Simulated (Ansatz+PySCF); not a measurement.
Two shapes of doublet C₂H₅.

Shape 1:

```xyz
7

C     0.7940    0.0000   -0.0190
C    -0.6935    0.0001   -0.0017
H     1.3517   -0.9265    0.0418
H     1.3521    0.9262    0.0418
H    -1.1070    0.8902   -0.4857
H    -1.1074   -0.8821   -0.4999
H    -1.0924   -0.0084    1.0263
```

Shape 2:

```xyz
7

C     0.7966    0.0001   -0.0256
C    -0.6910    0.0002   -0.0084
H     1.3542   -0.9264    0.0351
H     1.3547    0.9262    0.0352
H    -1.1044    0.8902   -0.4924
H    -1.1048   -0.8820   -0.5066
H    -1.1079   -0.0087    1.0662
```

Basis set: cc-pVTZ (spherical functions). Correlated methods keep 2 orbitals frozen. Correlation on ROHF uses semicanonical orbitals with singles. Charge 0, multiplicity 2.

Computed with Ansatz (development build ahead of 0.2.0); each method stands on the lowest determinant of its kind that the runs found.

Q: Which shape is lower in energy, and by how much in each method?

A:

```csv
method,E(2) − E(1) (eV)
ROHF,0.058
UHF,0.056
ROHF-MP2,0.047
UHF-MP2,0.047
ROHF-CCSD(T),0.039
```

Shape 1 is lower.
